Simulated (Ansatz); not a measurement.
Geometry optimisation, Ansatz, RKS B3LYP-D4/6-31G*.

The input (input.yaml):

```yaml
crystal:
  periodic: [false, false, false]
  atoms:
    - { symbol: S, position_ang: [-1.87072, 0.68333, 0.82166] }
    - { symbol: Si, position_ang: [-0.54486, -0.35399, -0.22682] }
    - { symbol: S, position_ang: [1.55367, 0.06281, -0.14995] }
    - { symbol: H, position_ang: [-0.60791, -1.45821, -1.15488] }
    - { symbol: H, position_ang: [1.91982, -0.88438, -0.99954] }
basis:
  gaussian: { orbitals: "6-31G*" }
hamiltonian:
  xc: b3lyp
  dispersion: d4
relax:
  f_tol: 0.015
  max_steps: 40
output:
  orbitals: {}
```

Command:

```bash
$ ansatz run input.yaml --threads 1 --pin off --max-ram 2048MiB --backend cpu --events-out ev --progress --plain --runs-dir out
```

Problem. Where does it end, and by what steps?

Solution. The run converged. After 5 steps the energy has fallen by 0.088 eV; H4 moved furthest, 0.10 Å.

| step | energy less start (eV) | largest force component (eV/Å) | accepted |
| --- | --- | --- | --- |
| 0 | 0.0000 | 1.154 | yes |
| 1 | -0.0710 | 0.297 | yes |
| 2 | -0.0827 | 0.169 | yes |
| 3 | -0.0859 | 0.240 | yes |
| 4 | -0.0879 | 0.025 | yes |
| 5 | -0.0879 | 0.001 | yes |

```xyz
5
Properties=species:S:1:pos:R:3
S -1.873 0.638 0.784
Si -0.497 -0.328 -0.213
S 1.585 0.088 -0.133
H -0.708 -1.464 -1.146
H 1.943 -0.885 -1.002
```

Whether the end is a true minimum wasn't checked by a vibrational analysis.

Run time: 5.5 s on 1 thread of AMD EPYC 9R45 96-Core Processor (Zen 5), with other jobs on the host, peak memory 0.13 GiB.
